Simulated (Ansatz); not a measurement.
SiH2, triplet: vertical spin and charge gaps

Geometry (PBE0/def2-TZVP stationary point for this spin, not checked as a minimum):

```xyz
3

Si    0.0000   -0.0507    0.0000
H     0.0000    0.7069   -1.2784
H     0.0000    0.7069    1.2784
```

Basis cc-pVDZ; Ansatz 0.2.0. Only valence electrons are correlated (noble-gas cores frozen). R marks a restricted (for open shells ROHF) determinant, U an unrestricted one. Active spaces: valence = (6e, 6o) chosen from the atoms' valence shells.

Gaps are energies of the second state less the first, at fixed atoms, for a selection of the levels run; each method lands on the state that its own search finds for that charge and spin.

For open shells CISD and CISDTQ are restricted-active-space CI with the open shells as a complete middle space.

PBE gives 12.626 eV for removing an electron, to the quartet. Estimate what full CI gives in cc-pVDZ.

Full CI in cc-pVDZ gives 12.568 eV, so against it PBE is off by 0.058 eV.

```csv
level,gap (eV),error (meV)
RHF,12.204,-364
UCCSD,12.567,-1
UCCSD(T),12.569,1
RCCSDT(Q)*,12.568,0
UCCSDT(Q),12.568,0
RCCSDTQ*,12.568,0
NEVPT2 (valence space),12.344,-224
MRCISD+Q (valence space),12.564,-4
PBE0,12.743,175
B2PLYP,12.669,101
```

An asterisk marks runs whose energy the program itself flagged as in doubt.

Removing an electron, to the doublet: 8.055 eV at full CI (triplet B1, doublet ion A1, in C2v).

```json
{"level": "RHF", "gap (eV)": "7.708", "error (meV)": "-347"}
{"level": "UHF", "gap (eV)": "7.713", "error (meV)": "-342"}
{"level": "CISD", "gap (eV)": "8.029", "error (meV)": "-26"}
{"level": "RCCSD", "gap (eV)": "8.041", "error (meV)": "-14"}
{"level": "UCCSD", "gap (eV)": "8.040", "error (meV)": "-15"}
{"level": "UCCSD(T)", "gap (eV)": "8.053", "error (meV)": "-2"}
{"level": "RCCSDTQ", "gap (eV)": "8.055", "error (meV)": "0"}
{"level": "NEVPT2 (valence space)", "gap (eV)": "7.900", "error (meV)": "-155"}
{"level": "MRCISD (valence space)", "gap (eV)": "8.019", "error (meV)": "-36"}
{"level": "wB97M-V", "gap (eV)": "7.953", "error (meV)": "-102"}
```

Singlet less triplet: -0.345 eV at full CI (triplet B1, singlet A1, in C2v).

```tsv
level	gap (eV)	error (meV)
RHF	0.229	574
RMP2	-0.143	202
CISD	-0.241	104
RCCSD	-0.328	17
RCCSD(T)	-0.340	5
BCCD(T)	-0.340	5
RCCSDT	-0.342	3
CISDTQ	-0.341	4
RCCSDT(Q)	-0.344	1
RCCSDTQ	-0.345	0
CASSCF (valence space)	-0.317	28
NEVPT2 (valence space)	-0.294	51
MRCISD (valence space)	-0.333	12
MRCISD+Q (valence space)	-0.332	13
wB97M-V	-0.551	-206
```

Wrong sign: RHF.

Quintet less triplet: 8.146 eV at full CI (triplet B1, quintet A2, in C2v).

| level | gap (eV) | error (meV) |
| --- | --- | --- |
| RHF | 7.984 | -162 |
| UHF | 7.936 | -210 |
| RMP2 | 8.127 | -19 |
| UMP2 | 8.151 | 5 |
| CISD | 8.106 | -40 |
| RCCSD | 8.168 | 22 |
| UCCSD | 8.168 | 22 |
| RCCSD(T) | 8.152 | 6 |
| UCCSD(T) | 8.153 | 7 |
| BCCD(T) | 8.154 | 8 |
| RCCSDT | 8.148 | 2 |
| UCCSDT | 8.149 | 3 |
| CISDTQ | 8.145 | -1 |
| RCCSDT(Q) | 8.146 | 0 |
| UCCSDT(Q) | 8.147 | 1 |
| RCCSDTQ | 8.146 | 0 |
| CASSCF (valence space) | 8.270 | 124 |
| NEVPT2 (valence space) | 8.075 | -71 |
| MRCISD (valence space) | 8.156 | 10 |
| MRCISD+Q (valence space) | 8.130 | -16 |
| PBE | 7.914 | -232 |
| revPBE | 7.959 | -187 |
| r2SCAN | 8.003 | -143 |
| PBE0 | 8.043 | -103 |
| B3LYP | 8.194 | 48 |
| wB97M-V | 8.324 | 178 |
| B2PLYP | 8.221 | 75 |
| RPA-PBE | 8.204 | 58 |

In so small a basis the reference is far from its limit while semilocal and hybrid functionals are nearer theirs (RPA and double hybrids share much of the reference's basis error), so the functionals' errors here hold much of the reference's basis and frozen-core error, which can add to them or hide them.

Full CI is exact within this basis and frozen core; it isn't the basis-set limit. The frozen core follows each run's orbitals, which can shift R against U totals by a few meV.
